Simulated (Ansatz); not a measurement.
Cost and result up the ladder for the cluster P3 (3 atoms). Charge 0, multiplicity 2. Geometry: PBE0-D4/def2-TZVP.

```xyz
3

P    -1.024   -0.262    0.482
P     1.037   -0.397    0.589
P    -0.013    0.659   -1.071
```

Ansatz on 4 threads of Intel Xeon on a shared host. Times are rough, and most runs start from the orbitals of an earlier one. ωB97M-V/def2-TZVP serves as the yardstick here, not as an exact answer. Differences are given only for rows in sets of like size (and for xTB, whose basis is part of the method), since another set adds its own error. Binding counts from free atoms at the same level (P quartet; other spins of the atoms weren't run), without zero-point energy or a counterpoise term.

B3LYP takes the VWN-RPA correlation. Correlated methods freeze 15 core orbitals. In CCSD on the charge 0 doublet the largest single amplitude is 0.17, so its Hartree–Fock determinant may place the open shell otherwise than the density functionals do. The structure comes from a short search, and lower isomers may exist.

Run but left out: HF/STO-3G, HF/6-31G, HF/def2-TZVP, MP2/def2-TZVP (⟨S²⟩ 1.13 to 1.37, where a pure state has 0.75).

Correlated methods converge slowly with the basis.

```json
{"level": "B3LYP-D4/6-31G", "functions": "39", "wall time": "1.1 s"}
{"level": "PBE0-D4/def2-SVP", "functions": "54", "wall time": "1.1 s"}
{"level": "PBE-D4/def2-SVP", "functions": "54", "wall time": "1.1 s"}
{"level": "PBE-D4/def2-TZVP (with forces)", "functions": "111", "wall time": "2.3 s"}
{"level": "RPA@PBE/def2-TZVP", "functions": "111", "wall time": "3 s"}
{"level": "PBE0-D4/def2-TZVPD", "functions": "129", "wall time": "3.5 s"}
{"level": "r2SCAN-D4/def2-TZVPD", "functions": "129", "wall time": "5.5 s"}
{"level": "r2SCAN-D4/def2-TZVP", "functions": "111", "wall time": "6 s"}
{"level": "B2PLYP/def2-TZVP", "functions": "111", "wall time": "6.5 s"}
{"level": "r2SCAN0-D4/def2-TZVP", "functions": "111", "wall time": "6.5 s"}
{"level": "PBE0-D4/def2-TZVP", "functions": "111", "wall time": "8 s"}
{"level": "CCSD(T)/def2-TZVPD", "functions": "129", "wall time": "14 s"}
{"level": "CCSD(T)/def2-TZVPP", "functions": "126", "wall time": "15 s"}
{"level": "ωB97M-V/def2-TZVP", "functions": "111", "wall time": "16 s"}
```

Estimate what each level gives for the binding energy per atom (eV).


```
                         level  binding energy per atom (eV)  difference from ωB97M-V/def2-TZVP (eV)                                          remarks
                B3LYP-D4/6-31G                          1.46                                       –                                                –
              PBE0-D4/def2-SVP                          2.42                                       –                                                –
               PBE-D4/def2-SVP                          2.64                                       –                                                –
PBE-D4/def2-TZVP (with forces)                          2.76                                    0.18                                                –
             RPA@PBE/def2-TZVP                          2.26                                   -0.33                                                –
            PBE0-D4/def2-TZVPD                          2.58                                   -0.01                                                –
          r2SCAN-D4/def2-TZVPD                          2.56                                   -0.02                                                –
           r2SCAN-D4/def2-TZVP                          2.55                                   -0.03                                                –
              B2PLYP/def2-TZVP                          2.43                                   -0.16                    spin-contaminated (⟨S²⟩ 0.88)
          r2SCAN0-D4/def2-TZVP                          2.42                                   -0.17                    spin-contaminated (⟨S²⟩ 0.85)
             PBE0-D4/def2-TZVP                          2.57                                   -0.01                                                –
            CCSD(T)/def2-TZVPD                          2.21                                   -0.37  large T1 (0.049), spin-contaminated (⟨S²⟩ 1.13)
            CCSD(T)/def2-TZVPP                          2.21                                   -0.38  large T1 (0.049), spin-contaminated (⟨S²⟩ 1.13)
             ωB97M-V/def2-TZVP                          2.59                                    0.00                                                –
```
